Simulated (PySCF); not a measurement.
C₅H₉F.
Structure used (GFN2-xTB), in Å, numbered top down from 1:
```xyz
15
C5H9F angstrom
C     -1.6661    0.7119   -0.7749
C     -0.4525    0.1190   -0.1293
C     -0.7039   -0.9604    0.8839
C      0.7747    0.5134   -0.4449
C      2.0201   -0.0521    0.1603
F      3.1316    0.5832   -0.3371
H     -2.2523   -0.0696   -1.2573
H     -1.3939    1.4548   -1.5195
H     -2.2988    1.1834   -0.0230
H     -0.1397   -0.7765    1.7970
H     -0.3898   -1.9282    0.4927
H     -1.7599   -1.0190    1.1326
H      0.9416    1.2853   -1.1810
H      2.1387   -1.1192   -0.0714
H      2.0458    0.0819    1.2500
```

Theory: TDDFT CAM-B3LYP/def2-SVPD, vertical, gas phase, core orbitals frozen in the response in PySCF 2.14.0, density-fitted response routines.

Task: Predict the UV-vis stick spectrum at this level.

Result: 

```tsv
state	λ (nm)	E (eV)	f	main configurations (H = HOMO, L = LUMO)
S1	187.4	6.62	0.0023	H→L (94%)
S2	176.1	7.04	0.402	H→L+1 (97%)
S3	170.2	7.29	0.0041	H→L+2 (88%)
S4	160.5	7.72	0.016	H→L+3 (92%)
S5	154.5	8.02	0.0055	H→L+4 (71%), H→L+2 (8%)
S6	149.9	8.27	0.0007	H-1→L+1 (89%)
S7	148.3	8.36	0.058	H→L+5 (96%)
S8	145.7	8.51	0.026	H→L+6 (83%)
```

Triplets (Tamm–Dancoff): T1 4.24 eV, H→L+1 (93%); T2 6.50 eV, H→L (91%); T3 7.17 eV, H→L+2 (83%), H→L+4 (9%).

The lowest singlet lies at 6.62 eV (187 nm, vacuum ultraviolet) and is very weak; its leading configuration is HOMO→LUMO (94%). The strongest level in the table is S2 at 7.04 eV (176 nm, f = 0.402). Löwdin shares by element: HOMO carbon 78% or more (atoms not listed hold the other 22%); LUMO carbon 42% or more, hydrogen 8% or more (atoms not listed hold the other 51%). Of the 8 states listed, 4 reach f = 0.01 and none stays under 0.0005. The listed states span 1.89 eV. Orbital energies (eV): HOMO-3 -11.68, HOMO-2 -11.48, HOMO-1 -10.80, HOMO -8.30, LUMO 1.22, LUMO+1 1.51, LUMO+2 1.84. Singlets were solved by full linear response, triplets in the Tamm–Dancoff approximation.

One conformer stands for the species.
